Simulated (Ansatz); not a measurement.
B3⁻ (the lowest singlet isomer of a short search), 3 atoms. Hardware: 4 threads of AMD EPYC 7R43 on a shared host.

Correlated methods freeze 3 core orbitals.

Question: How many basis functions does each of these Ansatz runs have, and roughly what does it cost? CAM-B3LYP-D4/def2-TZVPD, charge -1 quintet, energy, from earlier orbitals; B97M-V/def2-TZVPD, charge -1 quintet, energy, from earlier orbitals; B97M-V/def2-TZVPD, charge -1 singlet, energy, from earlier orbitals; LC-ωPBE (ω = 0.30 bohr⁻¹)/def2-TZVPD, charge -1 quintet, energy, from earlier orbitals; RPA@PBE/def2-TZVPD, charge -1 singlet, energy, from earlier orbitals; LC-ωPBE (ω = 0.30 bohr⁻¹)/def2-TZVPD, charge -1 singlet, energy, from earlier orbitals; PBE0-D4/def2-TZVPD, charge -1 singlet, energy, from earlier orbitals; r2SCAN-D4/def2-TZVPD, charge -1 quintet, energy, from earlier orbitals; CAM-B3LYP-D4/def2-TZVPD, charge -1 singlet, energy and forces, from earlier orbitals; CCSD(T)/def2-TZVPPD, charge -1 triplet, energy, from earlier orbitals; B2PLYP/def2-TZVPD, charge -1 triplet, energy, from earlier orbitals; B3LYP-D4/6-31G, charge -1 singlet, energy.

Answer: Other jobs shared the machine, so times can vary by a factor of up to 3. A dash marks memory too small to be measured apart from the calling script's.

```
                                                                                   run  functions  fitting or Cholesky vectors  wall time  peak host memory (GiB)
                                             B3LYP-D4/6-31G, charge -1 singlet, energy         27                          378     0.25 s                       –
LC-ωPBE (ω = 0.30 bohr⁻¹)/def2-TZVPD, charge -1 singlet, energy, from earlier orbitals        111                          495      0.6 s                       –
                  PBE0-D4/def2-TZVPD, charge -1 singlet, energy, from earlier orbitals        111                          495      0.7 s                       –
  CAM-B3LYP-D4/def2-TZVPD, charge -1 singlet, energy and forces, from earlier orbitals        111                          495      0.7 s                       –
                  RPA@PBE/def2-TZVPD, charge -1 singlet, energy, from earlier orbitals        111                          683     0.85 s                       –
             CAM-B3LYP-D4/def2-TZVPD, charge -1 quintet, energy, from earlier orbitals        111                          495      1.3 s                       –
                   B2PLYP/def2-TZVPD, charge -1 triplet, energy, from earlier orbitals        111                          682      1.4 s                       –
                   B97M-V/def2-TZVPD, charge -1 singlet, energy, from earlier orbitals        111                          495      1.5 s                       –
LC-ωPBE (ω = 0.30 bohr⁻¹)/def2-TZVPD, charge -1 quintet, energy, from earlier orbitals        111                          495      2.5 s                       –
                   B97M-V/def2-TZVPD, charge -1 quintet, energy, from earlier orbitals        111                          495      2.5 s                       –
                r2SCAN-D4/def2-TZVPD, charge -1 quintet, energy, from earlier orbitals        111                          495      2.6 s                       –
                 CCSD(T)/def2-TZVPPD, charge -1 triplet, energy, from earlier orbitals        111                          682      3.9 s                    0.65
```
